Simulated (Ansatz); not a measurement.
Wavefunction ladder for C₃H₆N₂S, SMILES `C1=NCNCS1`

Cartesian coordinates in Å:
```
C 0.956 -1.246 -0.651
N 0.165 -0.648 -1.429
C -0.685 0.422 -0.954
N -0.317 1.088 0.274
C -0.121 0.196 1.367
S 1.208 -1.046 1.078
H 1.608 -2.019 -1.061
H -1.700 0.018 -0.850
H -0.730 1.177 -1.742
H 0.500 1.668 0.133
H -1.045 -0.350 1.565
H 0.163 0.738 2.269
```

Charge 0, multiplicity 1. Geometry: relaxed with PBE0-D4/def2-TZVP. Frozen core, restricted reference, Ansatz. CBS rows extrapolate triple and quadruple zeta; past MP2 they add the triple-zeta difference.

```csv
basis,HF (Eh),MP2 corr.
def2-SVP,-623.19480,-0.86260
def2-TZVPP,-623.59265,-1.07457
def2-QZVPP,-623.61411,-1.15016
```

(1) Estimate the CCSD correlation energy and the (T) correction in each basis where they were run (hartree).

Answers

(1) 
| basis | CCSD corr. | (T) |
| --- | --- | --- |
| def2-SVP | -0.91331 | -0.03358 |
| def2-TZVPP | -1.11253 | -0.05431 |
| CBS(def2) | -1.24411 | as TZ |
